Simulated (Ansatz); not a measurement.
**Al₂H₂ (singlet): wave-function methods side by side at distance Al1–H3 = 1.273 Å, 6-31G**

Aim: climb from Hartree-Fock through coupled cluster and multireference methods for Al₂H₂ (singlet) at one geometry and basis, and see what each rung misses.

Program: Ansatz 0.2.0, Gaussian basis. Level of theory: 6-31G, core rule «outside noble gas», up to 10 orbitals frozen. These are calculated values, not measurements.

Plan: UHF; CCSD(T) on RHF; CCSD(T) on UHF; BCCD(T) on RHF; CISD; CCSDT(Q) on RHF; CCSDT(Q) on UHF; CCSDTQ on RHF; CASSCF and MRCISD+Q, 2 electrons in 2 orbitals; CASSCF and NEVPT2, 2 electrons in 2 orbitals; CASSCF and MRCISD+Q, 8 electrons in 10 orbitals; CASSCF and NEVPT2, 8 electrons in 10 orbitals; Full CI.

9 further runs of the same task are left out: 8 that didn't finish, 1 set aside as unsound or not needed.

**1. What is computed**

The geometry derives from a PBE0/def2-TZVP stationary point (not a proven minimum). One bond is set to the value named and the two fragments are kept rigid.

4 atoms, charge 0, spin multiplicity 1.

Atoms are counted from 1 here; the program's logs count them from 0.

Bond lengths: Al1–Al2 2.634 Å, Al1–H3 1.273 Å. Angles: Al2–Al1–H3 148.7°.

**2. UHF**

Input file in.yaml:

```yaml
crystal:
  periodic: [false, false, false]
  atoms:
    - {symbol: Al, position_ang: [0.000000, 0.089503, 1.270143]}
    - {symbol: Al, position_ang: [0.000000, -0.022286, -1.361482]}
    - {symbol: H, position_ang: [0.000000, -0.525242, 2.384871]}
    - {symbol: H, position_ang: [0.000000, -1.274071, 0.060179]}
basis:
  gaussian: {orbitals: 6-31G}
magnetization: {spin_polarized: true, initial_magnetization: 0}
hamiltonian: {xc: hf}
output: {orbitals: {seedname: orbitals}}
```

Started as:

```console
ansatz run in.yaml --threads 1 --pin off --events-out ev --progress --plain --max-ram 2393MiB
```

After this run come: CCSD(T) on RHF; CCSD(T) on UHF; BCCD(T) on RHF; CISD; CCSDT(Q) on RHF; CCSDT(Q) on UHF; CCSDTQ on RHF; CASSCF and MRCISD+Q, 2 electrons in 2 orbitals; CASSCF and NEVPT2, 2 electrons in 2 orbitals; CASSCF and MRCISD+Q, 8 electrons in 10 orbitals; CASSCF and NEVPT2, 8 electrons in 10 orbitals; Full CI.

Before running them: what should the planned runs give, taken together? Wanted: FCI below the RHF energy; RMP2 from FCI; RCCSD from FCI; RCCSD(T) from FCI; RCCSDT(Q) from FCI; NEVPT2 pair from FCI; NEVPT2 valence from FCI; MRCISD+Q valence from FCI; T1 diagnostic.

**Answer**, as computed:

```
                         quantity                                                                            value
         FCI below the RHF energy                                                                       -2.6449 eV
                    RMP2 from FCI                                                                       +862.2 meV
                   RCCSD from FCI                                                                        +88.9 meV
                RCCSD(T) from FCI                                                                        +28.8 meV
               RCCSDT(Q) from FCI                                                                         +1.9 meV
             NEVPT2 pair from FCI                                                                       +780.5 meV
          NEVPT2 valence from FCI                                                                       +185.3 meV
        MRCISD+Q valence from FCI                                                                        +10.9 meV
levels within 1 kcal/mol (43 meV)  RCCSD(T), BCCD(T), RCCSDT, RCCSDT(Q), RCCSDTQ, MRCISD valence, MRCISD+Q valence
                    T1 diagnostic                                                                            0.018
   effectively unpaired electrons                                                                             0.13
```

RCCSD(T) lands +28.8 meV from the yardstick (1.1 % of the correlation energy). One determinant dominates. Of the multireference levels listed MRCISD+Q valence comes nearest in total energy (+10.9 meV), which doesn't show that its space is the better one. These misses are within one basis, not against nature.
